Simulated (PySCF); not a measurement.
# H4OF+, an ion with solvent molecules: interaction energy

An exercise on one series of results from a longer session: the logs are not shown, and one member is left open.

Computed with PySCF 2.14.0; each step states its level. No surroundings beyond the atoms listed, unless a continuum is named. Atoms count from 0, parts from 1.

## The system as given

6 atoms, charge 1, multiplicity 1; geometry: GFN2-xTB. Parts: 1 = atoms 0–3, `[OH3+]`, charge 1; 2 = atoms 4–5, `F`, charge 0.

The first run:

Job settings and geometry (Å):

```
{"job": {"xc": "PBE0", "basis": "def2-TZVPD", "d3": "d3bj", "grid": 3, "kind": "geom", "shake": 0.01}, "charge": 1, "multiplicity": 1, "parts": [{"atoms": "0-3", "charge": 1, "multiplicity": 1}, {"atoms": "4-5", "charge": 0, "multiplicity": 1}]}
O     -0.049666     0.018165     0.291947
H     -0.606619     0.720028    -0.173994
H      0.050064    -0.766881    -0.312536
H      0.818768     0.407728     0.590283
F      0.347194    -1.954810    -1.321168
H      0.427722    -2.740473    -1.804286
```

On the command line:

```sh
$ OMP_NUM_THREADS=1 python cluster_run.py task.json out
```

This one command runs all jobs of the session in turn.

Steps of the session up to this table: Relaxing the molecule at PBE0-D3(BJ)/def2-TZVPD; Coupled-cluster interaction energy: CCSD(T) and MP2, 1.45 Å; Coupled-cluster interaction energy: CCSD(T) and MP2, 1.52 Å; Coupled-cluster interaction energy: CCSD(T) and MP2, 1.60 Å; Coupled-cluster interaction energy: CCSD(T) and MP2, 1.38 Å; Coupled-cluster interaction energy: CCSD(T) and MP2, 1.81 Å; Coupled-cluster interaction energy: CCSD(T) and MP2, 1.31 Å; Coupled-cluster interaction energy: CCSD(T) and MP2, 2.18 Å; Coupled-cluster interaction energy: CCSD(T) and MP2, 2.90 Å.

One table of the session follows, with a row left open; its other results are not shown here.

It belongs to the step «Coupled-cluster interaction energy: CCSD(T) and MP2, 2.90 Å». 

| method | interaction energy (kcal/mol) |
| --- | --- |
| HF/aug-cc-pVDZ | -7.19 |
| MP2/aug-cc-pVDZ | -6.91 |
| CCSD/aug-cc-pVDZ | -6.89 |
| CCSD(T)/aug-cc-pVDZ | ? |
| HF/aug-cc-pVQZ | -7.19 |
| MP2/aug-cc-pVQZ | -7.00 |
| SCS-MP2/aug-cc-pVQZ | -6.94 |
| MP2, extrapolated | -7.02 |
| CCSD(T), limit estimate | -6.97 |

Estimate the missing values for CCSD(T)/aug-cc-pVDZ.

The run gave: interaction energy (kcal/mol): -6.86. In the column «interaction energy (kcal/mol)» it is the highest.
